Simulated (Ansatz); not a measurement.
The inner images of a band of BFH2 + H4Si (9 atoms, charge 0, multiplicity 1) are given out of order.

These are results of Ansatz, RKS B3LYP-D4/def2-SVP, not measurements.

Initial state:

```xyz
9
Properties=species:S:1:pos:R:3
B -0.057 0.642 -0.115
H -0.051 1.318 0.884
H 0.936 0.268 -0.689
F -1.228 0.330 -0.644
Si 0.152 -2.678 1.162
H -0.627 -2.877 -0.091
H 1.544 -3.176 0.982
H -0.504 -3.396 2.291
H 0.199 -1.220 1.484
```

Final state:

```xyz
9
Properties=species:S:1:pos:R:3
B -0.283 -0.652 -0.342
H 0.947 0.642 1.934
H 0.576 -0.054 -0.956
F -1.477 -0.081 -0.292
Si 0.026 -2.469 0.534
H -0.132 -3.537 -0.504
H 1.418 -2.564 1.070
H -0.941 -2.743 1.638
H 0.229 0.668 2.181
```

Task: Put them in order from the first end to the last, with their energies above the first end.
A.
```xyz
9
Properties=species:S:1:pos:R:3
B -0.051 0.111 0.148
H 0.326 0.895 0.990
H 0.758 -0.307 -0.653
F -1.355 0.114 -0.208
Si 0.137 -2.355 0.944
H -0.403 -2.774 -0.373
H 1.581 -2.674 1.065
H -0.680 -2.938 2.038
H 0.049 -0.861 1.314
```
B.
```xyz
9
Properties=species:S:1:pos:R:3
B -0.160 -0.467 -0.006
H 0.501 0.617 1.363
H 0.792 0.024 -0.577
F -1.362 0.094 -0.175
Si 0.044 -2.385 0.647
H -0.333 -3.239 -0.517
H 1.471 -2.652 1.008
H -0.807 -2.761 1.817
H 0.217 -0.021 1.706
```
C.
```xyz
9
Properties=species:S:1:pos:R:3
B -0.103 -0.255 0.211
H 0.420 0.593 1.073
H 0.822 -0.210 -0.567
F -1.379 0.100 -0.143
Si 0.084 -2.290 0.759
H -0.391 -2.995 -0.466
H 1.513 -2.625 1.025
H -0.745 -2.741 1.915
H 0.141 -0.366 1.457
```
D.
```xyz
9
Properties=species:S:1:pos:R:3
B -0.049 0.438 -0.037
H 0.233 1.151 0.894
H 0.773 -0.119 -0.727
F -1.320 0.351 -0.400
Si 0.146 -2.539 1.098
H -0.437 -2.809 -0.243
H 1.598 -2.863 1.108
H -0.577 -3.314 2.143
H -0.005 -1.086 1.429
```
E.
```xyz
9
Properties=species:S:1:pos:R:3
B -0.196 -0.566 -0.222
H 0.687 0.708 1.655
H 0.725 0.058 -0.708
F -1.399 -0.013 -0.297
Si 0.031 -2.439 0.558
H -0.289 -3.439 -0.509
H 1.442 -2.663 0.997
H -0.875 -2.694 1.720
H 0.235 0.258 2.071
```

Result: D (+0.02 eV), A (+0.22 eV), C (+1.08 eV), B (+0.75 eV), E (+0.57 eV).

The run took 3.8 min on 1 thread of Arm Neoverse V2 (shared host), peak memory 0.16 GiB.
